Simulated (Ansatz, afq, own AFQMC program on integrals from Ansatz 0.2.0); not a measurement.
# Where AFQMC and coupled cluster stand for SiH4, singlet

| atom | x (Å) | y (Å) | z (Å) |
| --- | --- | --- | --- |
| Si | 0.0000 | 0.0000 | 0.0000 |
| H | 1.2641 | 1.2684 | 1.2655 |
| H | -1.2696 | -1.2620 | 1.2664 |
| H | -1.2624 | 1.2636 | -1.2719 |
| H | 1.2679 | -1.2700 | -1.2601 |

Basis 6-31G. Only valence electrons are correlated. Ansatz 0.2.0 and our own AFQMC program on the same integrals; the CISD trial comes from CCSD amplitudes, and released means the phaseless constraint is let go. Uncertainties: one standard error, sampling alone.

Determinant: UHF, the one that the program's search chose, which needn't be the lowest solution. The geometry is a point of a scan.

Full CI on the same integrals is exact in this basis and with this determinant's frozen core.

Cautions: strong correlation (T1 0.145, weight of the determinant 0.55, largest double 0.15); unrestricted determinant spin contaminated (⟨S²⟩ 1.21 against 0.00); CCSD(T) is in doubt: in a space of 8 electrons in 8 natural orbitals full CI lies 152 meV below it; the released energies are still falling, so no released level is given (meV from the phaseless value at times in 1/Eh: -11 ± 10 at 0.24, -28 ± 9 at 0.51, -35 ± 7 at 0.99, -49 ± 8 at 1.62, -64 ± 10 at 2.40).

The T1 diagnostic is 0.1452. The weight of the determinant in the CISD state is 0.554, the ⟨S²⟩ of the determinant is 1.205 and the size of the correlated space is 8 electrons in 16 orbitals.

| level | correlation energy (eV) |
| --- | --- |
| MP2 | -1.4721 |
| CCSD | -3.6134 |
| CCSD(T) | -3.7705 |

Q: Estimate where phaseless AFQMC with a CISD trial lies against CCSD(T) on the same integrals.

A: 74.3 ± 8.9 meV below CCSD(T).

Reference: full CI, correlation energy -3.933 eV. The cautions show a poor starting determinant, so the rows tell how each method copes with it here, and full CI is the sure value.

```csv
level,E − E(reference) (meV),share of correlation (%)
CCSD(T),162.2,95.87
CCSDT,21.4,99.46
CCSDT(Q),5.5,99.86
CCSDTQ,0.0,100.00
ph-AFQMC/CISD,87.9 ± 8.9,97.76
```

CCSDT and higher add their correlation energy to the determinant of the CCSD(T) run, since their own runs factorise the integrals more tightly (a shift of under 2 meV). A walk keeps the symmetry of its determinant, which the program's search chose and which needn't be the lowest solution, so a lower state of the same spin and another symmetry isn't excluded.
